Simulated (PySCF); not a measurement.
# Core-level binding energies of methylcyclopropane

Methylcyclopropane, C₄H₈.
Z-matrix (Å and degrees, GFN2-xTB geometry), rows numbered from 1:
```
C 
C   1  1.5075
C   2  1.4982  1  119.92
C   2  1.4983  1  119.94  3    70.53
H   1  1.0892  2  110.57  3    84.67
H   1  1.0876  2  110.51  3   -35.45
H   1  1.0892  2  110.56  3  -155.53
H   2  1.0839  1  113.57  3  -144.72
H   3  1.0793  2  118.77  4   108.14
H   3  1.0795  2  117.99  4  -107.77
H   4  1.0793  2  118.72  3  -108.15
H   4  1.0796  2  118.03  3   107.81
```

Level of theory: delta-SCF UKS SCAN, pcX-2 on the ionised atom, pcseg-1 elsewhere, spin-free X2C in PySCF. Vertical ΔSCF values, vacuum level as zero.

**Question.** Give the core binding energies atom by atom.

**Answer.** 
```
atom(s)    bonded to  level  binding energy (eV)  above the level's lowest (eV)  count
     C2    3 C and H   C 1s               290.56                          +0.18      1
     C1    C and 3 H   C 1s               290.54                          +0.16      1
  C3/C4  2 C and 2 H   C 1s               290.38                           0.00      2
```

The 3 C 1s values lie within 0.18 eV of each other; Gaussian lines of 0.5 eV full width would blend them into one maximum.

**Question.** What is the longest wavelength that can ionise C 1s of C3/C4 vertically?

**Answer.** λ = hc/E = 12398.42 eV Å / 290.38 eV = 42.697 Å.

Atoms equivalent by their bonding share one computed value, that of the first of them. Isolated species at its GFN2-xTB geometry, gas phase.

On one thread, Arm Neoverse V1 (shared host), this took 15 s of wall time.
